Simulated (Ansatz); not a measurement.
Ansatz (an electronic-structure program) input (CCSD(T)/cc-pVQZ):

Ansatz 0.2 input:
```yaml
crystal:
  periodic: [false, false, false]
  atoms:
    - {symbol: C, position_ang: [-0.52121597, 0.09785177, 0.02418323]}
    - {symbol: O, position_ang: [0.77519218, -0.14553262, -0.03596714]}
    - {symbol: H, position_ang: [-1.01292923, 0.00621803, 1.05553155]}
    - {symbol: H, position_ang: [-0.86240922, 1.14299440, -0.30004212]}
    - {symbol: H, position_ang: [-1.19890323, -0.57206207, -0.61285166]}
basis:
  gaussian:
    orbitals: cc-pVQZ
total_charge: -1
magnetization: {spin_polarized: false}
correlation: {method: ccsd_t, electrons: outside_noble_gas}
```

Output:

```
Functional definition: HF
integrals: 0.83 GiB planned
1179 factors; integrals over basis functions are off by at most 8.5e-4 eV
mean field: 0.57 GiB planned
mean field evaluation 1: about -3113.5059 eV, gradient 2.0e1 eV
mean field evaluation 2: about -3113.5063 eV, gradient 2.0e1 eV
mean field evaluation 4: about -3114.5127 eV, gradient 2.5e0 eV
mean field evaluation 8: about -3114.5305 eV, gradient 1.2e-4 eV
mean field evaluation 16: about -3114.5298 eV, gradient 1.9e-1 eV
mean field -3114.53052219 eV, -114.4568855860 hartree, gradient 2.8e-6 eV, S^2 0.000000; 0 other end points of the search recorded, 0 dependent functions left out
2 core orbitals not correlated
reference -3114.53052219 eV, -114.4568855860 hartree; 7, 7 occupied and 191, 191 virtual orbitals, 1179 factors
second order -12.87669335 eV of doubles, -0.00000000 eV of singles
coupled cluster: 1.68 GiB planned
cycle   1  -12.69021822 eV  change    1.9e-1 eV  update   8.5e-2
cycle   2  -12.99233051 eV  change   -3.0e-1 eV  update   2.9e-2
cycle   3  -13.08088825 eV  change   -8.9e-2 eV  update   1.5e-2
cycle   4  -13.07703871 eV  change    3.8e-3 eV  update   4.2e-3
cycle   5  -13.07455209 eV  change    2.5e-3 eV  update   2.0e-3
cycle   6  -13.07532554 eV  change   -7.7e-4 eV  update   8.8e-4
cycle   7  -13.07528170 eV  change    4.4e-5 eV  update   3.1e-4
cycle   8  -13.07515914 eV  change    1.2e-4 eV  update   1.1e-4
cycle   9  -13.07518355 eV  change   -2.4e-5 eV  update   3.6e-5
cycle  10  -13.07520254 eV  change   -1.9e-5 eV  update   1.2e-5
cycle  11  -13.07519013 eV  change    1.2e-5 eV  update   4.2e-6
perturbative correction -0.53420647 eV, -0.0196317258 hartree
Total energy: -3128.13991880 eV, -114.9570216865 hartree
```
